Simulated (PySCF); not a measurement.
SiH₄, SMILES [SiH4]. Atoms are numbered in the order given.

```xyz
5

Si     0.0000     0.0000     0.0000
H      0.8546    -0.8546    -0.8546
H     -0.8546    -0.8546     0.8546
H     -0.8546     0.8546    -0.8546
H      0.8546     0.8546     0.8546
```
Charge 0, spin multiplicity 1.

The structure is a stationary point at B3LYP-D3(BJ)/def2-TZVPD. The isomer is the one that the SMILES or the coordinates give; other isomers of the formula were not compared.

Method: TDDFT-B3LYP/def2-TZVPD run with PySCF 2.14.0.

Vertical excitations; the highest root listed may be one member of a degenerate set.  State labels are in the subgroup D2.

Computed UV-visible absorptions:
```
state  symmetry  energy (eV)  λ (nm)      f                                                  main pairs
-----  --------  -----------  ------  -----  ----------------------------------------------------------
S1           B2         8.88     140  0.123                                HOMO−1→LUMO (degenerate set)
S2           B3         8.88     140  0.123                                  HOMO→LUMO (degenerate set)
S3           B1         8.88     140  0.123                                HOMO−2→LUMO (degenerate set)
S4           B1         9.00     138  0.000                 HOMO−1→LUMO+3, HOMO→LUMO+2 (degenerate set)
S5           B2         9.00     138  0.000                 HOMO−2→LUMO+3, HOMO→LUMO+1 (degenerate set)
S6           B3         9.00     138  0.000               HOMO−2→LUMO+2, HOMO−1→LUMO+1 (degenerate set)
S7            A         9.21     135  0.000  HOMO−2→LUMO+1, HOMO−1→LUMO+2, HOMO→LUMO+3 (degenerate set)
S8            A         9.21     135  0.000                 HOMO→LUMO+3, HOMO−1→LUMO+2 (degenerate set)
S9            A         9.51     130  0.000    HOMO−2→LUMO+1 33 %, HOMO→LUMO+3 33 %, HOMO−1→LUMO+2 33 %
S10          B2         9.81     126  0.232    HOMO−2→LUMO+3 39 %, HOMO→LUMO+1 39 %, HOMO−1→LUMO+5 16 %
T1           B2         8.33     149      0    HOMO−1→LUMO, HOMO−2→LUMO+3, HOMO→LUMO+1 (degenerate set)
T2           B3         8.33     149      0    HOMO→LUMO, HOMO−1→LUMO+1, HOMO−2→LUMO+2 (degenerate set)
T3           B1         8.33     149      0    HOMO−2→LUMO, HOMO−1→LUMO+3, HOMO→LUMO+2 (degenerate set)
T4            A         8.37     148      0    HOMO→LUMO+3 32 %, HOMO−1→LUMO+2 32 %, HOMO−2→LUMO+1 32 %
```
Triplets are in the Tamm–Dancoff approximation, which puts them higher than full response would, so one can lie above its singlet here.
